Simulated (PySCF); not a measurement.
**The electron affinity along the third row**

All values are computed (PySCF 2.14, energy differences of UHF-based or UKS calculations, no spin-orbit coupling). Values in eV. The last column holds reference values (measured affinities from photodetachment; the arrow runs from anion to atom). Unmarked ones compare directly (S terms, centres of terms, or small fine structure); those marked * lie between the lowest fine-structure levels and include a spin-orbit shift.

| element | configurations | PBE | r2SCAN | SCS-MP2 (valence) | CCSD (valence) | CCSD(T) (valence) | CCSDT (valence) | reference |
| --- | --- | --- | --- | --- | --- | --- | --- | --- |
| Al (aug-cc-pV(D+d)Z, non-relativistic) | [Ne] 3s2 3p2 → [Ne] 3s2 3p1 | 0.582 | 0.612 | 0.219 | 0.333 | 0.364 | 0.375 | 0.433 * |
| P (aug-cc-pV(D+d)Z, non-relativistic) | [Ne] 3s2 3p4 → [Ne] 3s2 3p3 | 0.845 | 0.754 | 0.300 | 0.303 | 0.355 | 0.368 | 0.747 * |
| S (aug-cc-pV(D+d)Z, non-relativistic) | [Ne] 3s2 3p5 → [Ne] 3s2 3p4 | 2.177 | 2.146 | 1.777 | 1.724 | 1.778 | 1.784 | 2.077 * |
| Cl (aug-cc-pV(D+d)Z, non-relativistic) | [Ar] → [Ne] 3s2 3p5 | 3.699 | 3.683 | 3.461 | 3.368 | 3.421 | 3.419 | 3.613 * |

Q: Fill in the row of Si (aug-cc-pV(D+d)Z, non-relativistic) ([Ne] 3s2 3p3 → [Ne] 3s2 3p2).

A: PBE 1.497; r2SCAN 1.549; SCS-MP2 (valence) 1.146; reference 1.390 * (eV).

The highest occupied level of the anion is positive for Al⁻ at PBE, r2SCAN; Si⁻ at PBE, r2SCAN; P⁻ at PBE, r2SCAN; S⁻ at PBE, r2SCAN; Cl⁻ at PBE, r2SCAN, so there the basis helps to hold the electron.

"Valence" correlates the outer s and p shells and, in groups 3 to 12 and the f block, the outer d or f shell, open or full, or the next shell where the ion has no valence electron left; the wider scheme adds the next inner shell.
